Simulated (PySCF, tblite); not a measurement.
# C₄H₅NS: excited states, first hyperpolarisability

What do calculations give for the excited states, first hyperpolarisability of C₄H₅NS (`[C-]#[N+]/C=C/SC`)?

Computed with tblite 0.8.0 and PySCF 2.14.0 and routines of our own; the level stands in each step. Atoms count from 0.

### Step 1. The starting structure

11 atoms, charge 0, multiplicity 1; geometry from: force field or distance geometry start.

### Step 2. Geometry optimisation with GFN2-xTB

Job settings and geometry (Å):

```
{"job": {"kind": "relax", "xc": "GFN2-xTB", "basis": "xTB"}, "charge": 0, "multiplicity": 1}
C      3.665900     0.631700    -0.469300
N      2.594900     0.350800    -0.055000
C      1.355800     0.022200     0.456700
C      0.583800    -0.796000    -0.274100
S     -1.021900    -1.186300     0.427800
C     -2.118200     0.183100    -0.026500
H      0.988500     0.440600     1.403300
H      0.938100    -1.214400    -1.212000
H     -1.505100     1.106000    -0.252700
H     -2.743000    -0.004900    -0.892000
H     -2.733400     0.469900     0.867800
```

Command:

```console
$ OMP_NUM_THREADS=1 python excited_run.py task.json out
```

One launch serves the whole session: the jobs run in the order shown.

Standard output:

```text
step      E/eV     max force
  0    -466.73788    2.202
  1    -466.83470    2.662
  2    -466.84925    2.396
  3    -466.90620    0.449
  4    -466.92358    0.330
  5    -466.94235    0.525
  6    -466.95022    0.267
  7    -466.95585    0.236
  8    -466.96059    0.262
  9    -466.96358    0.186
 10    -466.96578    0.128
 11    -466.96764    0.112
 12    -466.96920    0.114
 13    -466.97043    0.118
 14    -466.97159    0.117
 15    -466.97269    0.094
 16    -466.97350    0.085
 17    -466.97410    0.073
 18    -466.97472    0.105
 19    -466.97560    0.124
 20    -466.97672    0.138
 21    -466.97787    0.095
 22    -466.97899    0.098
 23    -466.98044    0.155
 24    -466.98281    0.220
 25    -466.98615    0.258
 26    -466.98911    0.179
 27    -466.99108    0.112
 28    -466.99310    0.148
 29    -466.99597    0.273
 30    -467.00070    0.362
 31    -467.00641    0.302
 32    -467.01168    0.187
 33    -467.01571    0.162
 34    -467.01975    0.320
 35    -467.02427    0.599
 36    -467.03337    0.605
 37    -467.04282    0.414
 38    -467.05004    0.163
 39    -467.05227    0.208
 40    -467.05575    0.237
 41    -467.05782    0.238
 42    -467.05962    0.130
 43    -467.06193    0.190
 44    -467.06430    0.235
 45    -467.06942    0.306
 46    -467.07527    0.256
 47    -467.08193    0.262
 48    -467.08969    0.290
 49    -467.09840    0.382
 50    -467.10294    0.647
 51    -467.11683    0.512
 52    -467.12515    0.295
 53    -467.13206    0.208
 54    -467.13518    0.357
 55    -467.13865    0.294
 56    -467.14304    0.284
 57    -467.14538    0.211
 58    -467.14764    0.145
 59    -467.14995    0.148
 60    -467.15189    0.134
 61    -467.15260    0.464
 62    -467.15439    0.104
 63    -467.15589    0.143
 64    -467.15887    0.132
 65    -467.16076    0.120
 66    -467.16414    0.187
 67    -467.16648    0.214
 68    -467.16787    0.226
 69    -467.16866    0.124
 70    -467.16926    0.071
 71    -467.16953    0.047
 72    -467.16967    0.106
 73    -467.16979    0.046
 74    -467.16994    0.026
 75    -467.17005    0.036
 76    -467.17012    0.020
 77    -467.17018    0.022
 78    -467.17025    0.027
 79    -467.17032    0.022
 80    -467.17038    0.021
 81    -467.17043    0.024
 82    -467.17049    0.030
 83    -467.17057    0.029
 84    -467.17065    0.028
 85    -467.17076    0.042
 86    -467.17094    0.057
 87    -467.17133    0.102
 88    -467.17215    0.163
 89    -467.17355    0.201
 90    -467.17632    0.401
 91    -467.17966    0.302
 92    -467.18789    0.244
 93    -467.18612    0.564
 94    -467.19781    0.156
 95    -467.20398    0.173
 96    -467.21058    0.605
 97    -467.22287    0.511
 98    -467.23185    0.445
 99    -467.21885    0.835
100    -467.24271    0.402
101    -467.24670    0.298
102    -467.24771    0.482
103    -467.25222    0.134
104    -467.25360    0.130
105    -467.25750    0.239
106    -467.25971    0.106
107    -467.26139    0.217
108    -467.26209    0.047
109    -467.26269    0.295
110    -467.26337    0.219
111    -467.26431    0.043
112    -467.26446    0.031
113    -467.26456    0.040
114    -467.26464    0.022
115    -467.26471    0.022
116    -467.26476    0.017
117    -467.26479    0.021
118    -467.26481    0.011
119    -467.26482    0.011
120    -467.26483    0.008
```

It took 0.83 s on 1 thread of Arm Neoverse N1, shared host; peak memory 0.17 GiB.

Relaxation path: (not every step is listed)

| step | energy from step 0 (eV) | largest force (eV/Å) |
| --- | --- | --- |
| 0 | 0.0000 | 2.2015 |
| 1 | -0.0968 | 2.6619 |
| 2 | -0.1114 | 2.3963 |
| 3 | -0.1683 | 0.4486 |
| 4 | -0.1857 | 0.3300 |
| 5 | -0.2045 | 0.5254 |
| 6 | -0.2123 | 0.2673 |
| 7 | -0.2180 | 0.2356 |
| 8 | -0.2227 | 0.2621 |
| 18 | -0.2368 | 0.1052 |
| 28 | -0.2552 | 0.1482 |
| 38 | -0.3122 | 0.1631 |
| 48 | -0.3518 | 0.2902 |
| 58 | -0.4098 | 0.1448 |
| 68 | -0.4300 | 0.2260 |
| 78 | -0.4324 | 0.0268 |
| 88 | -0.4343 | 0.1633 |
| 98 | -0.4940 | 0.4450 |
| 108 | -0.5242 | 0.0474 |
| 115 | -0.5268 | 0.0217 |
| 116 | -0.5269 | 0.0174 |
| 117 | -0.5269 | 0.0215 |
| 118 | -0.5269 | 0.0107 |
| 119 | -0.5269 | 0.0114 |
| 120 | -0.5269 | 0.0075 |

Close pairs (by a distance rule), those that changed most:

| bond | before (Å) | after (Å) | change (Å) |
| --- | --- | --- | --- |
| C3–S4 | 1.795 | 1.733 | -0.062 |
| C5–H8 | 1.131 | 1.086 | -0.045 |
| C5–H10 | 1.123 | 1.086 | -0.037 |
| N1–C2 | 1.380 | 1.352 | -0.028 |
| C2–H6 | 1.098 | 1.080 | -0.018 |
| C0–N1 | 1.182 | 1.169 | -0.014 |
| C3–H7 | 1.086 | 1.080 | -0.007 |
| C2–C3 | 1.341 | 1.336 | -0.005 |

The final coordinates are the input of the step that follows.

### Step 3. Harmonic vibrations with GFN2-xTB

Job settings and geometry (Å):

```
{"job": {"kind": "ir", "xc": "GFN2-xTB", "basis": "xTB"}, "charge": 0, "multiplicity": 1}
C      3.614622     0.391345     0.323554
N      2.454912     0.284220     0.228071
C      1.110194     0.179948     0.128919
C      0.540095    -0.882354    -0.447132
S     -1.151801    -1.189258    -0.663092
C     -1.940094     0.270618     0.074573
H      0.562210     1.011572     0.547590
H      1.142524    -1.683529    -0.847867
H     -1.632501     1.163847    -0.460686
H     -3.009232     0.122490    -0.038457
H     -1.685504     0.333772     1.128563
```

Standard output:

```text
mode    cm-1     km/mol
  1     104.1      1.77
  2     140.2      4.28
  3     181.8      5.12
  4     212.0      0.06
  5     218.2      0.80
  6     370.1      0.23
  7     397.3      0.49
  8     448.3      0.38
  9     693.8      0.03
 10     724.5     10.97
 11     841.8     46.06
 12     930.4     20.35
 13     938.1      1.74
 14     947.0     14.22
 15    1090.2      0.62
 16    1193.7      5.86
 17    1258.3      0.54
 18    1312.9      0.47
 19    1447.9      8.40
 20    1450.2      6.97
 21    1604.7     88.92
 22    2186.6      9.12
 23    3029.2      1.86
 24    3038.0      5.55
 25    3062.9      1.14
 26    3073.4     12.69
 27    3093.2      6.19
```

Run time: 0.36 s. Hardware: 1 thread of Arm Neoverse N1, shared host; peak memory 0.17 GiB.

Which atoms move in the most intense modes:

| cm⁻¹ | km/mol | atoms |
| --- | --- | --- |
| 724 | 11.0 | C5 57 %, S4 28 % |
| 842 | 46.1 | C3 53 %, S4 21 %, H7 12 % |
| 930 | 20.4 | H7 40 %, H6 31 % |
| 947 | 14.2 | H9 43 %, H10 17 %, H8 16 %, C5 16 % |
| 1448 | 8.4 | H8 44 %, H10 39 %, H9 10 % |
| 1605 | 88.9 | C2 51 %, C3 45 % |
| 2187 | 9.1 | N1 53 %, C0 46 % |
| 3073 | 12.7 | H6 87 % |

### Step 4. Excited states: TDA B3LYP/def2-SVPD

Settings changed since step 3:

```diff
@@ -1,2 +1,2 @@
-{"job": {"kind": "ir", "xc": "GFN2-xTB", "basis": "xTB"}, "charge": 0, "multiplicity": 1}
+{"job": {"kind": "states", "xc": "B3LYP", "basis": "def2-SVPD", "tda": true, "soc": true, "nstates": 5, "ntriplets": 4, "nquad": 4}, "charge": 0, "multiplicity": 1}
 C      3.614622     0.391345     0.323554
```

Level: TDA B3LYP/def2-SVPD excited states, vertical, gas phase, spin-orbit mean-field couplings.

Standard output:

```text
coarse grid: 10136 points
cycle   1  E = -607.9628561302  dE =  7.232e-01  |g| = 2.588e-01  |ddm| = 5.034e+00
cycle   2  E = -607.9653237703  dE = -2.468e-03  |g| = 2.481e-01  |ddm| = 1.062e+00
cycle   3  E = -607.9790766866  dE = -1.375e-02  |g| = 1.047e-01  |ddm| = 4.029e-01
cycle   4  E = -607.9812032685  dE = -2.127e-03  |g| = 4.031e-02  |ddm| = 1.240e-01
cycle   5  E = -607.9815464558  dE = -3.432e-04  |g| = 9.778e-03  |ddm| = 4.787e-02
cycle   6  E = -607.9815730095  dE = -2.655e-05  |g| = 1.505e-03  |ddm| = 2.073e-02
cycle   7  E = -607.9815735836  dE = -5.741e-07  |g| = 5.770e-04  |ddm| = 3.964e-03
final grid: 94432 points
cycle   8  E = -608.0567408764  dE = -3.699e-05  |g| = 4.150e-03  |ddm| = 9.014e-02
cycle   9  E = -608.0567386664  dE =  2.210e-06  |g| = 5.122e-03  |ddm| = 1.342e-02
cycle  10  E = -608.0567452955  dE = -6.629e-06  |g| = 8.877e-04  |ddm| = 7.261e-03
cycle  11  E = -608.0567454871  dE = -1.916e-07  |g| = 3.446e-04  |ddm| = 1.716e-03
cycle  12  E = -608.0567455123  dE = -2.513e-08  |g| = 1.067e-04  |ddm| = 4.687e-04
cycle  13  E = -608.0567455145  dE = -2.193e-09  |g| = 4.622e-05  |ddm| = 1.744e-04
cycle  14  E = -608.0567455150  dE = -5.266e-10  |g| = 7.371e-06  |ddm| = 6.337e-05
converged SCF energy = -608.0567455150

Singlet excitations
state   eV       nm        f     d(h-e)  d(exc)  Lambda  PR(NTO)  |dmu|/D   mu/D   main configurations
  1   5.2694   235.3   0.01242   1.453   3.626   0.431   1.006    5.574    1.066   H->L+1 0.92
  2   5.2752   235.0   0.63407   1.511   3.399   0.749   1.113    2.737    7.191   H->L 0.88
  3   5.6137   220.9   0.00053   1.812   3.764   0.467   1.011    5.195    9.189   H->L+2 0.94
  4   5.9170   209.5   0.01352   1.419   3.832   0.375   1.006    6.387    5.756   H->L+3 0.97
  5   6.2576   198.1   0.02282   2.815   3.730   0.436   1.011                     H-1->L 0.99

Triplet excitations (Tamm-Dancoff)
state   eV     d(h-e)  d(exc)  Lambda  PR(NTO)   main configurations
  1   3.2385   0.601   2.929   0.770   1.016   H->L 0.95
  2   4.9648   1.196   3.357   0.425   1.017   H->L+1 0.84
  3   5.0152   1.831   3.018   0.439   1.011   H-1->L 0.87, H-1->L+8 0.09
  4   5.3869   1.465   3.625   0.464   1.053   H->L+2 0.87
S1 - T1 = 2.0309 eV

Spin-orbit couplings |<S|Hso|T>| (cm-1)
             T1       T2       T3       T4
S0        0.930  106.583    7.682   47.463
S1       22.202    3.798    1.453   17.419
S2        3.090   27.083    9.667   17.856
S3       14.556   14.822    0.978    3.418
S4        5.733    1.954    0.198    4.685
S5       13.523    0.860    0.126    0.362
T1 sublevels (cm-1): 0.000 0.005 0.019   radiative rates (1/s): 3.15 0.0813 2.43
```

It took 25 s on 1 thread of Arm Neoverse N1, shared host; peak memory 0.58 GiB.

Key values:

| quantity | value |
| --- | --- |
| S1 less T1 | 2.03 eV |

### Step 5. Excited states: TDDFT B3LYP/def2-SVPD

Settings changed since step 4:

```diff
@@ -1,2 +1,2 @@
-{"job": {"kind": "states", "xc": "B3LYP", "basis": "def2-SVPD", "tda": true, "soc": true, "nstates": 5, "ntriplets": 4, "nquad": 4}, "charge": 0, "multiplicity": 1}
+{"job": {"kind": "states", "xc": "B3LYP", "basis": "def2-SVPD", "tpa": true, "nstates": 6, "nquad": 5, "ntriplets": 0}, "charge": 0, "multiplicity": 1}
 C      3.614622     0.391345     0.323554
```

With the program's defaults for keys left out, this is: TDDFT B3LYP/def2-SVPD excited states, vertical, gas phase, two-photon moments by quadratic response.

Standard output:

```text
coarse grid: 10136 points
cycle   1  E = -607.9628561302  dE =  7.232e-01  |g| = 2.588e-01  |ddm| = 5.034e+00
cycle   2  E = -607.9653237703  dE = -2.468e-03  |g| = 2.481e-01  |ddm| = 1.062e+00
cycle   3  E = -607.9790766866  dE = -1.375e-02  |g| = 1.047e-01  |ddm| = 4.029e-01
cycle   4  E = -607.9812032685  dE = -2.127e-03  |g| = 4.031e-02  |ddm| = 1.240e-01
cycle   5  E = -607.9815464558  dE = -3.432e-04  |g| = 9.778e-03  |ddm| = 4.787e-02
cycle   6  E = -607.9815730095  dE = -2.655e-05  |g| = 1.505e-03  |ddm| = 2.073e-02
cycle   7  E = -607.9815735836  dE = -5.741e-07  |g| = 5.770e-04  |ddm| = 3.964e-03
final grid: 94432 points
cycle   8  E = -608.0567408764  dE = -3.699e-05  |g| = 4.150e-03  |ddm| = 9.014e-02
cycle   9  E = -608.0567386664  dE =  2.210e-06  |g| = 5.122e-03  |ddm| = 1.342e-02
cycle  10  E = -608.0567452955  dE = -6.629e-06  |g| = 8.877e-04  |ddm| = 7.261e-03
cycle  11  E = -608.0567454871  dE = -1.916e-07  |g| = 3.446e-04  |ddm| = 1.716e-03
cycle  12  E = -608.0567455123  dE = -2.513e-08  |g| = 1.067e-04  |ddm| = 4.687e-04
cycle  13  E = -608.0567455145  dE = -2.193e-09  |g| = 4.622e-05  |ddm| = 1.744e-04
cycle  14  E = -608.0567455150  dE = -5.266e-10  |g| = 7.371e-06  |ddm| = 6.337e-05
converged SCF energy = -608.0567455150

Singlet excitations
state   eV       nm        f     d(h-e)  d(exc)  Lambda  PR(NTO)  |dmu|/D   mu/D   delta(TPA)   sigma/GM   main configurations
  1   4.9968   248.1   0.47742   1.468   3.342   0.751   1.153    2.950    7.412      397.64      3.637   H->L 0.96
  2   5.2591   235.8   0.00007   1.515   3.638   0.425   1.005    5.701    1.182       10.35      0.105   H->L+1 0.94
  3   5.6063   221.2   0.00066   1.806   3.767   0.467   1.012    5.141    9.139        3.10      0.036   H->L+2 0.94
  4   5.9134   209.7   0.01306   1.431   3.839   0.375   1.007    6.415    5.713       75.80      0.971   H->L+3 0.98
  5   6.1779   200.7   0.01724   2.823   3.730   0.436   1.015    7.531    3.627       10.43      0.146   H-1->L 0.99
  6   6.3808   194.3   0.00291   0.495   4.027   0.408   1.050                                            H->L+4 0.94
```

Run time: 28 s. Hardware: 1 thread of Arm Neoverse N1, shared host; peak memory 0.59 GiB.

### Step 6. First hyperpolarisability: quadratic response PBE0/def2-SVPD

Settings changed since step 5:

```diff
@@ -1,2 +1,2 @@
-{"job": {"kind": "states", "xc": "B3LYP", "basis": "def2-SVPD", "tpa": true, "nstates": 6, "nquad": 5, "ntriplets": 0}, "charge": 0, "multiplicity": 1}
+{"job": {"kind": "beta", "xc": "PBE0", "basis": "def2-SVPD", "wavelengths": [1907, 1064]}, "charge": 0, "multiplicity": 1}
 C      3.614622     0.391345     0.323554
```

Level: quadratic response PBE0/def2-SVPD first hyperpolarisability, Taylor convention, gas phase.

Standard output:

```text
coarse grid: 10136 points
cycle   1  E = -607.5654051540  dE =  7.526e-01  |g| = 2.272e-01  |ddm| = 4.863e+00
cycle   2  E = -607.5682516947  dE = -2.847e-03  |g| = 2.156e-01  |ddm| = 9.041e-01
cycle   3  E = -607.5773219459  dE = -9.070e-03  |g| = 1.098e-01  |ddm| = 3.275e-01
cycle   4  E = -607.5798435543  dE = -2.522e-03  |g| = 2.904e-02  |ddm| = 1.125e-01
cycle   5  E = -607.5800247632  dE = -1.812e-04  |g| = 7.089e-03  |ddm| = 3.976e-02
cycle   6  E = -607.5800387779  dE = -1.401e-05  |g| = 1.156e-03  |ddm| = 1.619e-02
cycle   7  E = -607.5800391349  dE = -3.570e-07  |g| = 3.879e-04  |ddm| = 3.356e-03
final grid: 94432 points
cycle   8  E = -607.6450369703  dE = -3.212e-05  |g| = 7.722e-03  |ddm| = 9.479e-02
cycle   9  E = -607.6450276750  dE =  9.295e-06  |g| = 9.604e-03  |ddm| = 2.645e-02
cycle  10  E = -607.6450524764  dE = -2.480e-05  |g| = 1.485e-03  |ddm| = 1.530e-02
cycle  11  E = -607.6450530102  dE = -5.338e-07  |g| = 4.503e-04  |ddm| = 2.189e-03
cycle  12  E = -607.6450530546  dE = -4.441e-08  |g| = 1.068e-04  |ddm| = 7.241e-04
cycle  13  E = -607.6450530568  dE = -2.226e-09  |g| = 4.284e-05  |ddm| = 2.088e-04
cycle  14  E = -607.6450530572  dE = -3.955e-10  |g| = 1.082e-05  |ddm| = 6.641e-05
converged SCF energy = -607.6450530572

Lowest singlets (eV, f): 5.0910 0.4903  5.4339 0.0001  5.7843 0.0006

First hyperpolarisability (au)
process     nm      |vector|   parallel      HRS      DR
static         -      535.02      316.0     252.72   3.531
shg       1907.0      588.06     346.65     276.18   3.582
eope      1907.0      551.82     325.72          -       -
shg       1064.0      740.50     434.38     343.09   3.709
eope      1064.0      592.12     348.99          -       -
```

Wall time 24 s (1 thread of Arm Neoverse N1, shared host); peak memory 0.59 GiB.

### Step 7. What came out

| quantity | value |
| --- | --- |
| strongest single infrared mode (GFN2-xTB) | 1605 cm⁻¹, 89 km/mol |
| zero-point energy (GFN2-xTB) | 48.6 kcal/mol |
| S1 less T1 (step 4, TDA B3LYP/def2-SVPD) | 2.03 eV |
| β vector (step 6, quadratic response PBE0/def2-SVPD) | static 535, SHG 1907.0 nm 588, SHG 1064.0 nm 740 au |

**Reading.** All 27 modes are real, so the xTB geometry is a minimum. The strongest single mode, at 1605 cm⁻¹, moves mainly C2 and C3. Unscaled tight-binding wavenumbers are off by several per cent, some by more. Its intensities can rank the bands wrongly. In step 4 some excited states are degenerate or nearly so. In step 4, the number of triplets below S1 is 3, and the largest singlet-triplet spin-orbit coupling is S0–T2, 106.58 cm⁻¹. β grows from 535 au (static) to 740 au for doubling at 1064.0 nm: normal dispersion, which grows as twice the photon energy moves toward the bright states.
